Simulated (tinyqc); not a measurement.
Extended Hueckel theory, for CH4, step by step. Computed by tinyqc, a small Python program that keeps every step (integrals from PySCF). Settings: charge = 0, K = 2.0, weighted = 1, multiplicity = 1. Command: `OMP_NUM_THREADS=1 python tinyqc.py 21149 21150 out.jsonl` (the two numbers bound the seeds that draw the settings). One thread of a shared host (Intel(R) Xeon(R) Processor @ 2.60GHz), about 0.01 s of CPU time with the checks.

## Overlaps

Geometry (angstrom):
```
atom,x,y,z
C,0.000000,0.000000,0.000000
H,0.612000,0.612000,0.612000
H,0.612000,-0.612000,-0.612000
H,-0.612000,0.612000,-0.612000
H,-0.612000,-0.612000,0.612000
```

Parameters chosen for this run:
```
element,shell,Slater exponent,H_ii (eV)
C,2s,1.625000,-21.400000
C,2p,1.625000,-11.400000
H,1s,1.300000,-13.600000
```

Slater orbitals, each expanded in six Gaussians scaled to its exponent.

overlap S, lower triangle:
```
,1C 2s,1C 2px,1C 2py,1C 2pz,2H 1s,3H 1s,4H 1s,5H 1s
1C 2s,1.000000
1C 2px,0.000000,1.000000
1C 2py,0.000000,0.000000,1.000000
1C 2pz,0.000000,0.000000,0.000000,1.000000
2H 1s,0.509279,0.289529,0.289529,0.289529,1.000000
3H 1s,0.509279,0.289529,-0.289529,-0.289529,0.160510,1.000000
4H 1s,0.509279,-0.289529,0.289529,-0.289529,0.160510,0.160510,1.000000
5H 1s,0.509279,-0.289529,-0.289529,0.289529,0.160510,0.160510,0.160510,1.000000
```

## Wolfsberg-Helmholz matrix

diagonal H_ii (eV): 1C 2s -21.400000, 1C 2px -11.400000, 1C 2py -11.400000, 1C 2pz -11.400000, 2H 1s -13.600000, 3H 1s -13.600000, 4H 1s -13.600000, 5H 1s -13.600000

K = 2.000000

H_ij = K' S_ij (H_ii + H_jj)/2 for i != j (the diagonal keeps H_ii), with K' = K + D^2 + D^4 (1 - K), D = (H_ii - H_jj)/(H_ii + H_jj), K = 2.

H (eV), lower triangle:
```
,1C 2s,1C 2px,1C 2py,1C 2pz,2H 1s,3H 1s,4H 1s,5H 1s
1C 2s,-21.400000
1C 2px,0.000000,-11.400000
1C 2py,0.000000,0.000000,-11.400000
1C 2pz,0.000000,0.000000,0.000000,-11.400000
2H 1s,-18.245419,-7.266026,-7.266026,-7.266026,-13.600000
3H 1s,-18.245419,-7.266026,7.266026,7.266026,-4.365874,-13.600000
4H 1s,-18.245419,7.266026,-7.266026,7.266026,-4.365874,-4.365874,-13.600000
5H 1s,-18.245419,7.266026,7.266026,-7.266026,-4.365874,-4.365874,-4.365874,-13.600000
```

## Orbitals

valence electrons = 8

Solve H C = S C e through S^(-1/2); fill by pairs from the bottom, a degenerate level sharing its electrons equally; each orbital has its largest coefficient positive (the first on a tie).

orbital energies (eV): -27.157947  -16.583473  -16.583473  -16.583473  12.667176  12.667176  12.667176  63.039047

occupations: 2.000000  2.000000  2.000000  2.000000  0.000000  0.000000  0.000000  0.000000

coefficients:
```
,MO1,MO2,MO3,MO4,MO5,MO6,MO7,MO8
1C 2s,0.581368,0.000000,0.000000,0.000000,0.000000,0.000000,0.000000,1.731551
1C 2px,0.000000,-0.244656,-0.384967,0.331350,-0.350952,0.944110,0.576794,0.000000
1C 2py,0.000000,0.474339,-0.304692,-0.003761,1.043631,0.483367,-0.156186,0.000000
1C 2pz,0.000000,0.181644,0.277150,0.456117,0.367246,-0.471397,0.995046,0.000000
2H 1s,0.189576,0.216270,-0.216891,0.412060,-0.583284,-0.526137,-0.779044,-0.725972
3H 1s,0.189576,-0.473543,-0.187929,-0.063623,0.969546,-0.512963,0.144217,-0.725972
4H 1s,0.189576,0.282531,-0.103514,-0.416016,-0.565350,-0.005863,0.950944,-0.725972
5H 1s,0.189576,-0.025258,0.508334,0.067578,0.179088,1.044962,-0.316117,-0.725972
```

sum of one-electron energies = -153.816734 eV

Within a degenerate level the vectors are fixed only up to a rotation; this is one choice.

## Mulliken analysis

P = C n C^T; charge = valence electrons (C 4, H 1) minus the sum of (P S)_ii on the atom; overlap population = 2 sum P_ij S_ij between two atoms.

charges: 1C -0.193372, 2H 0.048343, 3H 0.048343, 4H 0.048343, 5H 0.048343

Overlap populations:
```
pair,value
2-1,0.805150
3-1,0.805150
3-2,-0.033341
4-1,0.805150
4-2,-0.033341
4-3,-0.033341
5-1,0.805150
5-2,-0.033341
5-3,-0.033341
5-4,-0.033341
```
